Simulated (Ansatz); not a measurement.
Results of r²SCAN+rVV10 (Ansatz, an electronic-structure program, plane waves, PAW) for cubic perovskite BaTiO3 (cubic high-temperature phase).

Run with plane-wave cutoff 500 eV, 8×8×8 k mesh, gaussian smearing 0.02 eV, no spin polarisation, scalar-relativistic PAW data made under PBE.

Cell (relaxed at this level):

```yaml
crystal:
  lattice:
    - [3.98254, 0.00000, 0.00000]
    - [0.00000, 3.98254, 0.00000]
    - [0.00000, 0.00000, 3.98254]
  atoms:
    - { symbol: Ba, position: [0.00000, 0.00000, 0.00000] }
    - { symbol: Ti, position: [0.50000, 0.50000, 0.50000] }
    - { symbol: O, position: [0.50000, 0.00000, 0.50000] }
    - { symbol: O, position: [0.00000, 0.50000, 0.50000] }
    - { symbol: O, position: [0.50000, 0.50000, 0.00000] }
```

Q: What does this level give for the band gap?

A: 
- band gap = 2.19 eV (on the SCF k mesh)

Measured, for comparison: band gap 3.2 eV (temperature not stated, no zero-point or thermal correction; as tabulated in Matsushita et al. (2011), arXiv:1104.2769).

Note: the relaxation could not lower the start's symmetry, so the cell can be a saddle point above a distorted one.

Spin–orbit coupling is not included.
